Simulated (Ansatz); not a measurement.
# CHFSi (SMILES C#[Si]F): single points off equilibrium

The task here is to estimate one member of a computed series from the others.

Computed with Ansatz 0.2.0, Gaussian basis. Level: single points in def2-TZVPP.

Correlated methods freeze the cores.

### The system as given

SMILES `C#[Si]F`, 4 atoms, charge 0, spin multiplicity 1.

Atoms are counted from 1 here; the program's logs count them from 0.

Bond lengths: C1–Si2 1.893 Å, C1–H4 1.062 Å, Si2–F3 1.580 Å. Angles: Si2–C1–H4 116.0°, C1–Si2–F3 169.1°.

Coordinates:

```
C     0.4553    1.1570    0.2811
Si    0.0349   -0.6736    0.0480
F    -0.1949   -2.2353    0.1262
H    -0.0548    1.8364   -0.3558
```

The first run:

The input, run/in.yaml:

```yaml
crystal:
  periodic: [false, false, false]
  atoms:
    - {symbol: C, position_ang: [0.455300, 1.157000, 0.281100]}
    - {symbol: Si, position_ang: [0.034900, -0.673600, 0.048000]}
    - {symbol: F, position_ang: [-0.194900, -2.235300, 0.126200]}
    - {symbol: H, position_ang: [-0.054800, 1.836400, -0.355800]}
basis:
  gaussian: {orbitals: def2-TZVPP}
correlation: {method: ccsd_t}
output: {forces: true}
```

No record of the launch command was kept for these runs.

Steps of the session up to this table: CCSD(T)/def2-TZVPP; PBE0-D4/def2-TZVPP; wB97M-V/def2-TZVPP; r2SCAN-D4/def2-TZVPP; PBE-D4/def2-TZVPP; revPBE-D4/def2-TZVPP; HSE06-D4/def2-TZVPP.

One of the session's tables, all rows but one given; the rest of the session is left out.

| method | RMS force component (eV/Å) | angle to CCSD(T) forces (°) | dipole (D) |
| --- | --- | --- | --- |
| CCSD(T) | 2.038 | reference | 1.17 |
| PBE0-D4 | ? | ? | ? |
| wB97M-V | 2.103 | 3.5 | 1.68 |
| r2SCAN-D4 | 2.186 | 3.2 | 1.59 |
| PBE-D4 | 2.245 | 6.2 | 1.52 |
| revPBE-D4 | 2.253 | 7.6 | 1.52 |
| HSE06-D4 | 2.157 | 3.7 | 1.56 |

**Question.** Estimate the row for PBE0-D4.

**Answer.** RMS force component (eV/Å): 2.161; angle to CCSD(T) forces (°): 3.8; dipole (D): 1.56. In the column «RMS force component (eV/Å)» it lies between HSE06-D4 (2.157) and r2SCAN-D4 (2.186).
